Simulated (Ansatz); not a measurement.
Cost and result for the atomization energy of `O[B]Cl` radical (4 atoms, 3 bonds).

```xyz
4

O    -0.523    0.215    0.589
B     0.230    0.045   -0.499
Cl    1.447   -1.195   -0.600
H    -1.154    0.935    0.511
```

The species carries charge 0 and has multiplicity 2. All single points use the PBE0-D4/def2-TZVP geometry. It is one conformer, not always the lowest. Program: Ansatz. All runs use 2 threads of a server CPU on a shared host. Times are those of one run each, without the atoms' runs, and a repeat can differ threefold. Electronic energies, without spin–orbit coupling; frozen cores. CCSD(T)/CBS adds CCSD(T) − MP2 in def2-TZVPP to the MP2 limit, and its time is that of the two runs behind it. T1 = 0.015; ⟨S²⟩ of the reference is 0.75. B3LYP takes the VWN-RPA correlation (the form of Gaussian; ORCA's B3LYP/G).

CCSD(T)/CBS is a level of theory with its own doubt, some kJ/mol a heavy atom from the limit and from the frozen cores, so smaller differences don't rank the functionals.

```tsv
level	functions	wall time	atomization (kcal/mol)	difference from CCSD(T)/CBS	per bond
BLYP-D4/def2-TZVPP	118	1.4 s	343.5	4.1	1.4
PBE0-D4/def2-TZVPP	118	1.4 s	345.5	6.1	2.0
CCSD(T)/def2-SVP	51	1.6 s	322.0	-17.4	-5.8
BHLYP-D4/def2-TZVPP	118	1.9 s	325.9	-13.5	-4.5
B3LYP-D4/def2-TZVPP (with forces)	118	2 s	340.7	1.3	0.4
PBE-D4/def2-TZVPP (with forces)	118	2.2 s	356.4	17.0	5.7
CAM-B3LYP-D4/def2-TZVPP	118	2.3 s	342.9	3.5	1.2
r2SCANh-D4/def2-TZVPP	118	2.6 s	346.4	7.0	2.4
PBE-QIDH/def2-TZVPP	118	2.6 s	341.9	2.5	0.8
MP2/def2-QZVPP	214	6 s	352.5	13.1	4.4
ωB97M-V/def2-TZVPP (with forces)	118	6.5 s	342.8	3.4	1.1
CCSD(T)/def2-TZVPP	118	14 s	329.4	-10.0	-3.3
CCSD(T)/CBS(def2)	–	20 s	339.4	0.0	0.0
```

From BLYP to BHLYP (50 % exact exchange), in def2-TZVPP and without D4, the atomization energy moves by −16.2 kcal/mol: exact exchange takes away binding that semilocal exchange gives to molecules. At CCSD(T), def2-SVP lies −17.4 kcal/mol from the extrapolated value and def2-TZVPP −10.0 kcal/mol: correlation converges slowly with the basis, and small sets miss more of it in the bonded molecule than in its fragments. Leaving LDA and LC-ωPBE aside and taking each functional with its dispersion term where it has one, the values spread over 30.5 kcal/mol, from BHLYP-D4 to PBE-D4. LDA lies +49.1 kcal/mol from PBE without D4, its usual overbinding.
